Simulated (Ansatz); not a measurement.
Geometry optimisation, RKS PBE/def2-SVP (Ansatz).

Input:

```yaml
crystal:
  periodic: [false, false, false]
  atoms:
    - { symbol: C, position_ang: [1.064, 0.3391, 0.6823] }
    - { symbol: "N", position_ang: [0.0754, -0.6214, 0.1709] }
    - { symbol: C, position_ang: [-0.8628, -0.1172, -0.5958] }
    - { symbol: O, position_ang: [-1.6702, -0.9422, -1.0989] }
    - { symbol: F, position_ang: [-0.8893, 1.1762, -0.8825] }
    - { symbol: H, position_ang: [1.5503, 0.8909, -0.1509] }
    - { symbol: H, position_ang: [1.7875, -0.1057, 1.3073] }
    - { symbol: H, position_ang: [0.5459, 1.1543, 1.2757] }
    - { symbol: H, position_ang: [-1.5123, -1.8203, -0.7252] }
basis:
  gaussian: { orbitals: def2-SVP }
hamiltonian:
  xc: pbe
relax:
  f_tol: 0.02
  max_steps: 50
```

Run as:

```bash
$ ansatz run input.yaml --threads 2 --pin off --max-ram 3072MiB --backend cpu --events-out ev --progress --plain --runs-dir out
```

Problem. Where does it end, and by what steps?

Solution. It converged. The force dipped under the threshold on the way, but the program's further checks kept it going. After 20 steps the energy has fallen by 0.645 eV; F5 moved furthest, 0.64 Å.

```csv
step,energy less start (eV),largest force component (eV/Å),accepted
0,0.0000,5.788,yes
1,-0.4397,2.714,yes
2,-0.5629,1.135,yes
3,-0.6125,0.235,yes
4,-0.6139,0.283,yes
5,-0.6148,0.039,yes
6,-0.6151,0.016,yes
7,-0.6151,0.009,yes
8,-0.6151,0.011,yes
9,-0.6153,0.057,yes
10,-0.6053,0.528,no
11,-0.6182,0.045,yes
12,-0.6202,0.186,yes
13,-0.6225,0.264,yes
14,-0.6264,0.249,yes
15,-0.6060,0.627,no
16,-0.6374,0.077,yes
17,-0.6431,0.054,yes
18,-0.6427,0.214,no
19,-0.6422,0.203,no
20,-0.6449,0.015,yes
```

```xyz
9
Properties=species:S:1:pos:R:3
C 1.124 0.399 0.628
N 0.214 -0.533 0.002
C -0.892 -0.152 -0.474
O -1.790 -0.946 -1.072
F -1.369 1.108 -0.468
H 2.017 0.550 -0.016
H 1.497 -0.029 1.582
H 0.685 1.399 0.841
H -1.396 -1.842 -1.039
```

Run time: 22 s on 2 threads of Intel(R) Xeon(R) Platinum 8488C (Sapphire Rapids), with other jobs on the host, peak memory 0.16 GiB.
